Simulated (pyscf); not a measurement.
Single points on ωB97X-D3(BJ)/def2-SVP structures (PySCF, gas phase).

Task: For the elementary gas-phase step `[NH2][B]([NH2])[OH]` + `[NH3]` -> `[NH2][B]([NH2])[NH2]` + `[OH2]` (singlet surface; B–O, H–N broken, B–N, H–O formed), what barrier and reaction energy does ωB97M-D3(BJ)/def2-TZVP give, measured from the separated reactants?

Result: ΔE‡ = 141.6 kJ/mol, ΔE = +36.9 kJ/mol. Zero-point energy shifts the barrier by +0.7 kJ/mol. It is a four-centre exchange, with an imaginary mode of 1244i cm⁻¹. On the reactant side the descent ends in an adduct with a B–N contact, 27.9 kJ/mol over the separated species and 115.2 kJ/mol under the saddle at ωB97X-D3(BJ)/def2-TZVP. On the product side the descent ends in a complex, 28.7 kJ/mol under the separated species and 135.5 kJ/mol under the saddle at ωB97X-D3(BJ)/def2-TZVP. What is counted as formed (B–N) is already present as a longer contact in the reactant adduct; forming that adduct is a step of its own. The products may also form a dative adduct at H₂N–B(NH₂)–NH₂; it and routes through it were not searched. This is the saddle that the search found; another between the same sides may lie lower.
